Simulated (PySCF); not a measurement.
State search for SiO

Unrestricted PBE0; Si def2-TZVPPD, O def2-TZVPPD; no relativity (PySCF 2.14). Outer shells of the fragments: Si 3s2 3p2; O 2s2 2p4.

Followed along the bond (rough minima from three points):

```json
{"2Ms+1": "1", "unpaired": "none", "⟨S²⟩ at the start": "0.00", "R at minimum (Å)": "1.51", "Te (eV)": "0.00"}
{"2Ms+1": "3", "unpaired": "π ↑↑", "⟨S²⟩ at the start": "2.01", "R at minimum (Å)": "1.73", "Te (eV)": "3.91"}
{"2Ms+1": "5", "unpaired": "σ ↑, π ↑↑↑", "⟨S²⟩ at the start": "6.01", "R at minimum (Å)": "1.78", "Te (eV)": "7.03"}
```

Solutions found at the starting distance of 1.715 Å, counted from the lowest of them; the search is not exhaustive and high or unbound solutions are not listed, so other states can lie among these:

```tsv
2Ms+1	unpaired	term	E (eV)	⟨S²⟩	⟨Lz²⟩	μ (D)
1	none	¹Σ⁺	0.00	0.00	0.00	-3.90
3	π ↑↑	mixed	3.01	2.01	2.02	-0.74
3	σ ↑, π ↑	³Π	3.32	2.02	1.01	-2.81
3	π ↑↑	mixed	3.33	2.01	2.01	-0.76
1	π ↑↓	mixed	3.39	1.01	2.02	-0.78
5	σ ↑, π ↑↑↑	⁵Π	6.17	6.01	1.01	-0.71
3	σ ↑, π ↑	³Π	6.19	2.00	1.02	-0.53
3	σ ↑↑	³Σ⁺	6.22	2.01	0.00	-1.58
5	π ↑↑↑↑	⁵Σ⁺	8.62	6.03	0.00	3.36
5	σ ↑↑, π ↑↑	mixed	9.05	6.01	2.01	-0.16
```

A term symbol is given only where ⟨S²⟩ and ⟨Lz²⟩ are close to those of a pure state; real π, δ and φ orbitals otherwise mix terms. A positive dipole means Si(−)O(+).

Q: Compare the gap between the two lowest followed solutions at the starting distance with the gap between their minima.

A: At PBE0 the second solution (triplet, unpaired electrons π ↑↑) lies +3.01 eV from the first (singlet, closed shell) at 1.715 Å and +3.91 eV at the minima; the two curves relax by different amounts, since their minima lie near 1.73 and 1.51 Å.

Counting both spins, an empty level lies below a filled one in some of these solutions, because spin and occupation are held.
